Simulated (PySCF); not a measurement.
The first ionisation energy along group 14

Calculated with PySCF 2.14 from differences of total energies of unrestricted determinants, without spin-orbit coupling. Values in eV. The last column holds reference values (NIST; (s) semi-empirical, (t) theoretical, else measured). Unmarked ones compare directly (S terms, centres of terms, or small fine structure); those marked * lie between the lowest fine-structure levels and include a spin-orbit shift.

```tsv
element	configurations	UHF	MP2 (valence)	SCS-MP2 (valence)	PBE	PBE0	r2SCAN	reference
C (aug-cc-pwCVTZ, non-relativistic)	[He] 2s2 2p2 → [He] 2s2 2p1	10.796	11.255	11.121	11.539	11.512	11.665	11.262
Si (aug-cc-pwCVTZ, non-relativistic)	[Ne] 3s2 3p2 → [Ne] 3s2 3p1	7.638	8.051	7.963	8.199	8.219	8.320	8.157
Ge (aug-cc-pwCVTZ-PP with ECP10MDF, ECP)	[Ar] 3d10 4s2 4p2 → [Ar] 3d10 4s2 4p1	7.402	7.760	7.682	7.855	7.894	8.028	7.925
Sn (aug-cc-pwCVTZ-PP with ECP28MDF, ECP)	[Kr] 4d10 5s2 5p2 → [Kr] 4d10 5s2 5p1	6.848	7.160	7.093	7.265	7.309	7.410	7.389
Pb (aug-cc-pwCVTZ-PP with ECP60MDF, ECP)	[Xe] 4f14 5d10 6s2 6p2 → [Xe] 4f14 5d10 6s2 6p1	6.563	6.833	6.769	6.978	7.014	7.096	7.417 *
```

```tsv
method	elements	mean error (eV)	mean absolute error (eV)	largest error (eV)
UHF	4	-0.512	0.512	-0.541
MP2 (valence)	4	-0.127	0.127	-0.230
SCS-MP2 (valence)	4	-0.219	0.219	-0.296
PBE	4	0.031	0.129	0.277
PBE0	4	0.050	0.106	0.250
r2SCAN	4	0.172	0.172	0.404
```

For Pb a determinant mixes LS terms or the coupling is close to jj, so these rows are model values.

Errors include the incompleteness of the basis and the frozen core.

"Valence" correlates the outer s and p shells and, in groups 3 to 12 and the f block, the outer d or f shell, open or full, or the next shell where the ion has no valence electron left; the wider scheme adds the next inner shell.
